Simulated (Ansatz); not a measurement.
Born–Oppenheimer molecular dynamics of C$_{2}$H$_{5}$O (8 atoms, charge 0, multiplicity 2). It starts at the highest image of a converged band, a first-order saddle point between two minima.

Computed with Ansatz, UKS B3LYP-D4/def2-SVP.

```json
{"ensemble": "NVE (velocity Verlet)", "time step": "0.5 fs", "steps asked": "200", "starting velocities drawn for": "300 K", "seed": "9099"}
```

First frame:

```xyz
8
Properties=species:S:1:pos:R:3
C -0.498 0.476 -0.396
C 0.268 -0.676 0.195
O 1.098 0.238 0.929
H -1.497 0.695 -0.003
H -0.299 0.757 -1.436
H 0.401 1.135 0.386
H 0.842 -1.281 -0.529
H -0.314 -1.343 0.854
```

What does the run give?

All steps were run.

```json
{
 "steps done": "200",
 "time covered": "100 fs",
 "mean temperature over the second half": "1066 K",
 "spread of the potential energy over the second half": "23.3 meV per atom",
 "mean potential energy of the second half above the start": "-74.1 meV per atom"
}
```

The conserved energy stayed within 0.5 meV per atom of its start (net change 0.19 meV per atom), so the integration is sound. The kinetic energy rose, since the run started high on the potential surface and went downhill. A run of 0.1 ps of so small a system gives no equilibrium averages.

What happens to the structure?

Between its relaxed ends the band would form O3–H6 and break C1–H6. These pairs go: O3–H6 1.26 → 2.61 Å, C1–H6 1.36 → 1.05 Å. In the last frame they stand as before the step (other bonds may differ from the relaxed reactants and products). It ends as one piece, C2H5O. Pairs count as bonded within 1.25 times the sum of covalent radii (0.12 Å more for H–H). Another seed would give other details.

How do temperature and energy run in time?


```json
{"time (fs)": "0", "T (K)": "300", "potential energy less start (eV)": "0.000", "conserved less start (meV/atom)": "0.00"}
{"time (fs)": "8", "T (K)": "551", "potential energy less start (eV)": "-0.193", "conserved less start (meV/atom)": "0.19"}
{"time (fs)": "16", "T (K)": "1232", "potential energy less start (eV)": "-0.723", "conserved less start (meV/atom)": "0.07"}
{"time (fs)": "24", "T (K)": "951", "potential energy less start (eV)": "-0.506", "conserved less start (meV/atom)": "-0.06"}
{"time (fs)": "32", "T (K)": "1467", "potential energy less start (eV)": "-0.904", "conserved less start (meV/atom)": "0.23"}
{"time (fs)": "40", "T (K)": "410", "potential energy less start (eV)": "-0.084", "conserved less start (meV/atom)": "0.18"}
{"time (fs)": "48", "T (K)": "1190", "potential energy less start (eV)": "-0.689", "conserved less start (meV/atom)": "0.14"}
{"time (fs)": "56", "T (K)": "841", "potential energy less start (eV)": "-0.419", "conserved less start (meV/atom)": "0.08"}
{"time (fs)": "64", "T (K)": "1156", "potential energy less start (eV)": "-0.664", "conserved less start (meV/atom)": "0.06"}
{"time (fs)": "72", "T (K)": "1224", "potential energy less start (eV)": "-0.715", "conserved less start (meV/atom)": "0.17"}
{"time (fs)": "80", "T (K)": "884", "potential energy less start (eV)": "-0.453", "conserved less start (meV/atom)": "-0.07"}
{"time (fs)": "88", "T (K)": "1401", "potential energy less start (eV)": "-0.854", "conserved less start (meV/atom)": "-0.01"}
{"time (fs)": "96", "T (K)": "943", "potential energy less start (eV)": "-0.497", "conserved less start (meV/atom)": "0.18"}
```

The run took 4.3 min on 2 threads of Intel(R) Xeon(R) Platinum 8488C (Sapphire Rapids), on a shared host, peak memory 0.16 GiB.
